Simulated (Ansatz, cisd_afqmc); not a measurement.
System: SiF4, charge 0, singlet. SiF4 (SMILES F[Si](F)(F)F).
B3LYP-D3(BJ)/def2-TZVP minimum from Ansatz (a first-principles code):
```xyz
5

Si     0.0000     0.0000     0.0000
F      0.9027     0.9354     0.8757
F     -0.8806    -0.8997     0.9336
F     -0.9289     0.8739    -0.9111
F      0.9068    -0.9096    -0.8983
```

Total energies in cc-pV(T+d)Z, 32 correlated electrons, 9 frozen orbitals. Radicals and triplets start from unrestricted determinants; spin-orbit coupling is neglected. Correlated methods leave the cores frozen. No relativity. AFQMC/CISD: phaseless, guided by CISD from CCSD amplitudes; bars are statistical, one sigma. Outlying blocks are dropped, and bars are widened where a walk drifts. Over all cases where full CI ran beside it in this data, AFQMC minus full CI had a median of +0.1 mEh and passed +0.4 mEh in a tenth of the cases.

```json
[
 {"method": "HF", "program": "Ansatz", "energy (Eh)": "-687.15753", "minus AFQMC/CISD (mEh)": "1141.8 ± 0.4"},
 {"method": "MP2", "program": "Ansatz", "energy (Eh)": "-688.26874", "minus AFQMC/CISD (mEh)": "30.6 ± 0.4"},
 {"method": "CCSD", "program": "Ansatz", "energy (Eh)": "-688.26658", "minus AFQMC/CISD (mEh)": "32.8 ± 0.4"},
 {"method": "CCSD(T)", "program": "Ansatz", "energy (Eh)": "-688.29793", "minus AFQMC/CISD (mEh)": "1.4 ± 0.4"},
 {"method": "AFQMC/CISD", "program": "cisd_afqmc", "energy (Eh)": "-688.2993 ± 0.0004", "minus AFQMC/CISD (mEh)": "0.0"}
]
```
